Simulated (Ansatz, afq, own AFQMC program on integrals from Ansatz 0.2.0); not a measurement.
**BeSe⁻, doublet: AFQMC among the cluster methods**

```xyz
2

Se    0.0000    0.0000    0.0000
Be    0.0000    0.0000    1.9486
```

Basis aug-cc-pVDZ. Only valence electrons are correlated. Ansatz 0.2.0 and our own AFQMC program on the same integrals; the CISD trial comes from CCSD amplitudes, and released means the phaseless constraint is let go. Free AFQMC starts from the CCSD state and is never constrained. Its projection time is finite, and what remains of the start isn't in its error. ± is one standard error of the sampling. No spin–orbit coupling.

Determinant: UHF, the one that the program's search chose, which needn't be the lowest solution. The geometry is a PBE0/def2-TZVPD stationary point of this or a neighbouring charge and spin state.

No full CI on the walks' own integrals is used here; CCSDT(Q) serves as the reference and is uncertain by about the last step of the cluster series.

Cautions: no relativity below Rb; no spin-orbit coupling; inner d shell frozen; the released energies are still falling, so no released level is given (meV from the phaseless value at times in 1/Eh: -8 ± 19 at 0.24, 7 ± 13 at 0.51, 6 ± 12 at 0.99, -2 ± 10 at 1.62, -26 ± 16 at 2.40), though the last usable value meets CCSDT(Q) within the noise.

* T1 diagnostic: 0.0246
* weight of the determinant in the CISD state: 0.884
* ⟨S²⟩ of the determinant: 0.762
* size of the correlated space: 9 electrons in 44 orbitals

Reference: CCSDT(Q), correlation energy -4.783 eV.

```tsv
level	E − E(reference) (meV)	share of correlation (%)
HF	4782.7	0.00
MP2	660.9	86.18
CCSD	266.3	94.43
CCSD(T)	42.8	99.11
CCSDT	17.3	99.64
ph-AFQMC/CISD	-0.1 ± 16.6	100.00
free AFQMC	26.4 ± 16.7	99.45
```

Free projections are given only where their last times agree within the noise and don't stop above the reference; a slow remainder of the start can still hide under it. A walk keeps the symmetry of its determinant, which the program's search chose and which needn't be the lowest solution, so a lower state of the same spin and another symmetry isn't excluded.
